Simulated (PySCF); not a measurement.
**Bonding in `O=C([O-])C1C=C1`**

C₄H₃O₂ (charge -1).
SMILES with atom numbers: `[O:1]=[C:2]([O-:3])[CH:4]1[CH:5]=[CH:6]1` (hydrogens: H7 on C4; H8 on C5; H9 on C6)

Cartesian coordinates in Å at the PBE0-D3(BJ)/def2-SVP level; atoms count from 1:
```xyz
9
C4H3O2 angstrom
O      2.265   -1.041   -0.262
C      1.444   -0.185    0.120
O      1.616    0.843    0.809
C     -0.015   -0.430   -0.328
C     -0.940    0.745   -0.502
C     -1.150    0.022    0.553
H     -0.146   -1.325   -0.963
H     -1.129    1.659   -1.062
H     -1.638   -0.108    1.516
```

Bond orders from the PBE0/pcSseg-1 density (PySCF). One conformer (not necessarily the lowest) at the PBE0-D3(BJ)/def2-SVP geometry, without solvent, vibrations or thermal averaging. The pcSseg-1 basis has no diffuse functions, a weakness for an anion.

Question: Where do the orders between heavy atoms depart from those drawn in the SMILES?

Answer: The largest departure is 0.775, at C2–O3 (drawn single, 1.775). Drawn single, order above 1.12: C2–O3 (1.775). Drawn single, order below 0.88: C2–C4 (0.866), C4–C5 (0.871) and C6–C4 (0.876). The SMILES, with its formal charges, is one Lewis structure only.

Question: Set the Mayer orders of the bonds beside their lengths.

Answer: 
| bond | drawn as | length (Å) | Mayer order |
| --- | --- | --- | --- |
| O1–C2 | double | 1.246 | 1.747 |
| C2–O3 | single | 1.249 | 1.775 |
| C2–C4 | single | 1.547 | 0.866 |
| C4–C5 | single | 1.506 | 0.871 |
| C5–C6 | double | 1.296 | 1.788 |
| C6–C4 | single | 1.505 | 0.876 |
| C4–H7 | single | 1.105 | 0.955 |
| C5–H8 | single | 1.088 | 0.999 |
| C6–H9 | single | 1.088 | 0.998 |

By pair of heavy elements: C–O: lowest O1–C2 (1.747, 1.246 Å), highest C2–O3 (1.775, 1.249 Å); in 1 of the 1 pairs the longer bond (by over 0.003 Å) has the higher order (by 0.02 or more). C–C: lowest C2–C4 (0.866, 1.547 Å), highest C5–C6 (1.788, 1.296 Å).

Question: Sum the orders of all bonds at each heavy atom with more than one neighbour and set the sums beside the valence in the SMILES.

Answer: C2 4.388 (drawn 4), C4 3.568 (drawn 4), C5 3.658 (drawn 4), C6 3.662 (drawn 4). Orders between atoms that aren't bonded are not in these sums.

For a closed shell the Mayer order of atoms A and B is Σ (PS)μν (PS)νμ over the basis functions μ on A and ν on B, with P the density and S the overlap matrix.
